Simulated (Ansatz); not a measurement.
A calculation with Ansatz (development build ahead of 0.2.0).

```yaml
crystal:
  periodic: [false, false, false]
  atoms:
    - { symbol: F, position_ang: [0.0, 0.0, -0.60716] }
    - { symbol: F, position_ang: [0.0, 0.0, 0.60716] }
basis:
  gaussian: { orbitals: "6-31G" }
hamiltonian:
  xc: hf
correlation:
  method: bccd_t
  frozen_orbitals: { F: 1 }
```

The input is written out in the form of the current development build from the run's settings.

Output:

```json
{
  "Converged": "yes",
  "Reference energy (starting determinant)": "-198.60004 hartree",
  "Correlation energy": "-0.24562 hartree",
  "Total energy": "-198.84566 hartree"
}
```
